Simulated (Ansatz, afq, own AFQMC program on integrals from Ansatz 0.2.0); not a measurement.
# Where AFQMC and coupled cluster stand for AlH$_{3}$, triplet

| atom | x (Å) | y (Å) | z (Å) |
| --- | --- | --- | --- |
| Al | 0.0000 | 0.0744 | -0.0956 |
| H | 0.0000 | -1.3724 | -0.7540 |
| H | 0.4207 | -0.3098 | 1.6570 |
| H | -0.4207 | -0.3098 | 1.6570 |

Basis cc-pVDZ. Noble-gas cores (and the filled d shells of Ga–Kr and In–Xe) are frozen. Integrals, coupled cluster, full CI and functionals: Ansatz 0.2.0; the random walks run on the same integrals in our own AFQMC program. ph-AFQMC/CISD is guided by a CISD state made of CCSD amplitudes; releasing the constraint for a short imaginary time cuts its bias at the price of noise, slowly where states lie close. Free projection: walkers drawn from exp(T), propagated without any constraint. Its projection time is finite, and what remains of the start isn't in its error. ± is one standard error of the sampling.

Determinant: UHF, the one that the program's search chose, which needn't be the lowest solution. The geometry is a PBE0/def2-TZVP stationary point of this or a neighbouring charge and spin state.

Full CI on the same integrals is exact in this basis and with this determinant's frozen core.

Cautions: lower spins were not checked.

```
T1 diagnostic                               : 0.0164
weight of the determinant in the CISD state : 0.936
⟨S²⟩ of the determinant                     : 2.004
size of the correlated space                : 6 electrons in 28 orbitals
```

| level | correlation energy (eV) |
| --- | --- |
| MP2 | -1.8783 |
| CCSD | -2.4824 |
| CCSD(T) | -2.5253 |

Estimate where AFQMC with the constraint released lies against CCSD(T) on the same integrals.

1.6 ± 0.07 kJ/mol below CCSD(T).

Reference: full CI, correlation energy -2.542 eV. The released energy is read at 2.40 1/Eh (meV from the phaseless value at times in 1/Eh: 4 ± 4 at 0.24, -1.0 ± 0.8 at 0.51, -2.2 ± 0.6 at 0.99, -1.6 ± 0.4 at 1.62, -1.6 ± 0.7 at 2.40).

| level | E − E(reference) (kJ/mol) | share of correlation (%) |
| --- | --- | --- |
| CCSD(T) | 1.6 | 99.35 |
| CCSDT | 0.1 | 99.96 |
| CCSDT(Q) | 0.0 | 99.99 |
| CCSDTQ | 0.0 | 100.00 |
| ph-AFQMC/HF | 0.3 ± 1.0 | 99.89 |
| ph-AFQMC/CISD | 0.2 ± 0.09 | 99.93 |
| released AFQMC | 0.0 ± 0.07 | 99.99 |
| free AFQMC | 0.0 ± 0.07 | 99.99 |

CCSDT and higher add their correlation energy to the determinant of the CCSD(T) run, since their own runs factorise the integrals more tightly (a shift of under 2 meV). Free projections are given only where their last times agree within the noise and don't stop above the reference; a slow remainder of the start can still hide under it. A walk keeps the symmetry of its determinant, which the program's search chose and which needn't be the lowest solution, so a lower state of the same spin and another symmetry isn't excluded. Released energies are given only where the last usable release times agree within the noise; a slower fall can still hide under it.
